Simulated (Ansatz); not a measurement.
**Tin, beta-Sn (white tin): convergence with cold smearing**

Computed with Ansatz, PBE, scalar-relativistic PAW, on the relaxed cell (a = 5.956 Å, c = 3.206 Å (c/a = 0.538); spin not included). Errors count from a run at 420 eV on a Γ-centred 18×18×12 mesh with Fermi-Dirac smearing of 0.1 eV, extrapolated to zero width. Fixed here: cutoff 420 eV, mesh 11×11×8. The SCF starts from atomic densities corrected by a trained network.

```csv
width (eV),E(σ→0) error (meV/atom),F error (meV/atom),P (GPa),SCF iterations
0.01,-5.2,-5.2,-0.05,6
0.03,-5.2,-5.3,-0.05,6
0.1,-5.6,-5.4,-0.06,6
0.2,-5.0,-4.4,-0.07,6
0.3,-4.6,-3.4,-0.10,6
0.6,-2.6,0.7,-0.13,6
1.0,2.5,9.1,-0.10,6
```
